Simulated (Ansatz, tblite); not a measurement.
# The cluster Li₂F₂+: a ladder of methods and basis sets

The task here is to estimate one member of a computed series from the others.

Method: as each input shows; program: Ansatz 0.2.0, Gaussian basis.

Plan: GFN1-xTB, GFN2-xTB, PBE-D4/def2-TZVP, r2SCAN-D4/def2-TZVP, ωB97M-V/def2-TZVP, CAM-B3LYP-D4/def2-TZVP, BLYP-D4/def2-TZVP, revPBE-D4/def2-TZVP, LC-ωPBE/def2-TZVP, PBE-D4/def2-SVP, PBE0-D4/def2-SVP, HF/STO-3G, HF/6-31G, B3LYP-D4/6-31G, CCSD(T)/def2-TZVPP, MP2/def2-TZVP, RPA/def2-TZVP.

2 further runs of the same task are left out: 2 set aside as unsound or not needed.

## The geometry

The doublet was relaxed beforehand with PBE0-D4/def2-TZVP. At that level it is the lowest of the isomers that a small search found.

4 atoms, charge 1, spin multiplicity 2.

Bond lengths: Li1–F3 1.841 Å, Li1–F4 1.842 Å, Li2–F3 1.841 Å, Li2–F4 1.842 Å. Angles: F3–Li1–F4 63.2°, F3–Li2–F4 63.2°, Li1–F3–Li2 116.8°, Li1–F4–Li2 116.8°.

The ion is computed in the gas phase, without counter-ions or solvent.

PBE0-D4/def2-TZVP was run before; its log isn't repeated, and its numbers join the tables.

Set-up of the first run:

Tight binding, by tblite at 300 K electronic temperature and without a spin-polarisation term:

```python
tblite.interface.Calculator('GFN1-xTB', numbers, positions, charge=1, uhf=1).singlepoint()
```

Tight binding, by tblite at 300 K electronic temperature and without a spin-polarisation term:

```python
tblite.interface.Calculator('GFN2-xTB', numbers, positions, charge=1, uhf=1).singlepoint()
```

start.molden holds the orbitals of an earlier run on this state, given as this run's starting guess.

File in.yaml:

```yaml
crystal:
  periodic: [false, false, false]
  atoms:
    - {symbol: Li, position_ang: [0.745396, 1.350501, -0.282476]}
    - {symbol: Li, position_ang: [-0.745109, -1.350683, 0.282422]}
    - {symbol: F, position_ang: [0.848793, -0.455058, 0.063267]}
    - {symbol: F, position_ang: [-0.849079, 0.455241, -0.063204]}
basis:
  gaussian: {orbitals: def2-TZVP, initial_orbitals: start.molden}
total_charge: 1
magnetization: {spin_polarized: true, initial_magnetization: 1}
hamiltonian: {xc: pbe, dispersion: d4}
scf: {omitted_lower_state_checks: [starts]}
output: {forces: true, orbitals: {seedname: orbitals}}
```

Launch:

```sh
ansatz run in.yaml --threads 4 --pin off --events-out ev --progress --plain --max-ram 3916MiB
```

Steps of the session up to this table: PBE-D4/def2-TZVP; r2SCAN-D4/def2-TZVP; ωB97M-V/def2-TZVP; CAM-B3LYP-D4/def2-TZVP; BLYP-D4/def2-TZVP; revPBE-D4/def2-TZVP; LC-ωPBE/def2-TZVP; PBE-D4/def2-SVP; PBE0-D4/def2-SVP; HF/STO-3G; HF/6-31G; B3LYP-D4/6-31G; CCSD(T)/def2-TZVPP; MP2/def2-TZVP; RPA/def2-TZVP.

One table of the session follows, with a row left open; its other results are not shown here.

| level | HOMO (eV) | LUMO (eV) | gap (eV) |
| --- | --- | --- | --- |
| HF/STO-3G | -15.64 | -2.50 | 13.14 |
| HF/6-31G | -18.11 | -4.97 | 13.14 |
| PBE-D4/def2-SVP | -13.71 | -11.99 | 1.72 |
| PBE-D4/def2-TZVP | -14.08 | -12.27 | 1.81 |
| revPBE-D4/def2-TZVP | -13.98 | -12.11 | 1.87 |
| BLYP-D4/def2-TZVP | -14.07 | -12.24 | 1.83 |
| r2SCAN-D4/def2-TZVP | -14.54 | -11.86 | 2.69 |
| B3LYP-D4/6-31G | -15.52 | -10.91 | 4.61 |
| PBE0-D4/def2-SVP | ? | ? | ? |
| PBE0-D4/def2-TZVP | -16.27 | -10.75 | 5.52 |
| CAM-B3LYP-D4/def2-TZVP | -17.93 | -9.73 | 8.20 |
| LC-ωPBE/def2-TZVP | -19.22 | -8.56 | 10.66 |
| ωB97M-V/def2-TZVP | -18.84 | -8.55 | 10.28 |

**Question.** Estimate the row for PBE0-D4/def2-SVP.

As computed: HOMO (eV): -16.00; LUMO (eV): -10.53; gap (eV): 5.47. In the column «HOMO (eV)» it lies between PBE0-D4/def2-TZVP (-16.27) and HF/STO-3G (-15.64).
